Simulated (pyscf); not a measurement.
`[OH][Zr]([F])([F])[Cl]` + `[FH]` → `[OH][Zr]([F])([F])[F]` + `[ClH]` (four-centre exchange; singlet surface; Cl–Zr, F–H broken, F–Zr, Cl–H formed). Optimised with ωB97X-D3(BJ)/def2-SVP in PySCF. Energies in kcal/mol from the separated reactants.

```tsv
level	barrier	reaction energy
ωB97X-D3(BJ)/def2-TZVP	-1.1	-1.4
r²SCAN/def2-TZVP	-4.5	-4.7
B3LYP-D3(BJ)/def2-TZVP	-1.2	-4.5
PBE0-D3(BJ)/def2-TZVP	-1.6	-3.1
M06-2X/def2-TZVP	-1.1	-1.6
ωB97M-D3(BJ)/def2-TZVP	-0.6	-5.0
```

On the reactant side the descent ends in an adduct with a F–Zr contact (not fully relaxed), 9.7 kcal/mol under the separated species and 8.6 kcal/mol under the saddle at ωB97X-D3(BJ)/def2-TZVP. On the product side the descent ends in an adduct with a Cl–Zr contact, 7.6 kcal/mol under the separated species and 7.9 kcal/mol under the saddle at ωB97X-D3(BJ)/def2-TZVP. At ωB97X-D3(BJ), r²SCAN, B3LYP-D3(BJ), PBE0-D3(BJ), M06-2X, ωB97M-D3(BJ) the saddle lies under the separated reactants, which points to a path from their complex (located at ωB97X-D3(BJ) alone). What is counted as formed (F–Zr) is already present as a longer contact in the reactant adduct; forming that adduct is a step of its own. What is counted as broken (Cl–Zr) persists as a longer contact in the product adduct; parting that adduct is a step of its own. This is the saddle that the search found; another between the same sides may lie lower. Elements past Kr carry the def2 core potentials, without spin-orbit coupling.
